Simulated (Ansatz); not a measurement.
# AlH3F (doublet): wave-function methods side by side at distance Al1–H4 along a hydrogen transfer = 1.860 Å, cc-pVDZ

The task here is to estimate one member of a computed series from the others.

Program: Ansatz 0.2.0, Gaussian basis. Level of theory: cc-pVDZ, core rule «outside noble gas», up to 6 orbitals frozen. These are calculated values, not measurements.

To be run: UHF; CCSD(T) on ROHF; CCSD(T) on UHF; BCCD(T) on ROHF; CISD; CCSDT(Q) on ROHF; CCSDT(Q) on UHF; CASSCF and MRCISD+Q, 3 electrons in 3 orbitals; CASSCF and NEVPT2, 3 electrons in 3 orbitals.

19 further runs of the same task are left out: 9 for a known fault of the program, 8 that didn't finish, 2 set aside as unsound or not needed.

## The geometry

The geometry derives from fragments relaxed apart (PBE0/def2-TZVP) and kept rigid, so it is no stationary point. A hydrogen atom is moved between rigid fragments.

5 atoms, charge 0, spin multiplicity 2.

Atoms are counted from 1 here; the program's logs count them from 0.

Bond lengths: Al1–H2 1.586 Å, Al1–H3 1.586 Å, Al1–H4 1.860 Å, H4–F5 0.946 Å. Angles: H2–Al1–H3 120.0°, H2–Al1–H4 120.0°, H3–Al1–H4 120.0°, Al1–H4–F5 180.0°.

Coordinates:

```xyz
5
AlFH3
Al   -1.0935    0.0000    0.0000
H    -1.8864    1.3734    0.0000
H    -1.8864   -1.3734    0.0000
H     0.7665    0.0000    0.0000
F     1.7125    0.0000    0.0000
```

The first run:

The input, in.yaml:

```yaml
crystal:
  periodic: [false, false, false]
  atoms:
    - {symbol: Al, position_ang: [-1.093505, 0.000000, 0.000000]}
    - {symbol: H, position_ang: [-1.886428, 1.373384, 0.000000]}
    - {symbol: H, position_ang: [-1.886428, -1.373384, 0.000000]}
    - {symbol: H, position_ang: [0.766495, 0.000000, 0.000000]}
    - {symbol: F, position_ang: [1.712495, 0.000000, 0.000000]}
basis:
  gaussian: {orbitals: cc-pVDZ}
magnetization: {spin_polarized: true, initial_magnetization: 1}
hamiltonian: {xc: hf}
output: {orbitals: {seedname: orbitals}}
```

Command:

```
$ ansatz run in.yaml --threads 1 --pin off --events-out ev --progress --plain --max-ram 2393MiB
```

Among the steps run: UHF; CCSD(T) on ROHF; CCSD(T) on UHF; BCCD(T) on ROHF; CISD; CCSDT(Q) on ROHF; CCSDT(Q) on UHF; CASSCF and MRCISD+Q, 3 electrons in 3 orbitals; CASSCF and NEVPT2, 3 electrons in 3 orbitals.

One table of the session follows, with a row left open; its other results are not shown here.

It belongs to the step «Misses and costs». 

```
   method  from UCCSDT(Q) (meV)
     ROHF               +8073.9
      UHF               +8013.6
     RMP2                     ?
     UMP2                +786.8
     CISD                +690.2
    RCCSD                +137.1
    UCCSD                +135.5
 RCCSD(T)                 +30.2
 UCCSD(T)                 +29.9
  BCCD(T)                 +28.7
   RCCSDT                 +13.2
   UCCSDT                 +12.9
RCCSDT(Q)                  +0.8
UCCSDT(Q)                     0
```

**Question.** Estimate the row for RMP2.

**Answer.** from UCCSDT(Q) (meV): +780.8. In the column «from UCCSDT(Q) (meV)» it lies between CISD (+690.2) and UMP2 (+786.8).

Left out of the table: CASSCF pair, NEVPT2 pair, MRCISD pair, MRCISD+Q pair (the active space lost an orbital or holds another state than full CI finds).

Limits of these values: Restricted and unrestricted rows rest on different reference determinants; where their highest levels disagree by more than a few hundredths of an eV, they describe different states and don't form one ladder. Warnings in the runs' records: passed over end.
